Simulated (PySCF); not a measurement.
# CCl3F (CFCl3): the cost of one run

Computed with PySCF 2.14.0, with density-fitted response routines of our own, on a single molecule in the gas phase. Atoms are numbered from 0 throughout.

## 1. Starting geometry

5 atoms, charge 0, multiplicity 1; geometry from: GFN2-xTB.

Bonds of the start (Å): F0–C1 1.34, C1–Cl2 1.77, C1–Cl3 1.77, C1–Cl4 1.77.

## 2. NMR shieldings: X3LYP/aug-pcSseg-1

Job settings and geometry (Å):

```
{"job": {"kind": "nmr", "xc": "X3LYP", "basis": "aug-pcSseg-1", "pop": false}, "charge": 0, "multiplicity": 1}
F      0.060305    -0.141039     1.396058
C      0.004642    -0.006315     0.066724
Cl    -0.457934     1.660563    -0.312646
Cl     1.602752    -0.370613    -0.603874
Cl    -1.201142    -1.139743    -0.563447
```

Method: GIAO X3LYP/aug-pcSseg-1 NMR shielding, non-relativistic, gas phase.

Started as:

```bash
OMP_NUM_THREADS=1 python probes_run.py task.json out
```

The driver reads the jobs from task.json and runs them one after another.

**Question.** How long does this first job take on 1 thread of Intel Xeon at 2.30GHz, shared host, and how much memory does it need?

About 7.5 s, with a peak of 0.76 GiB.
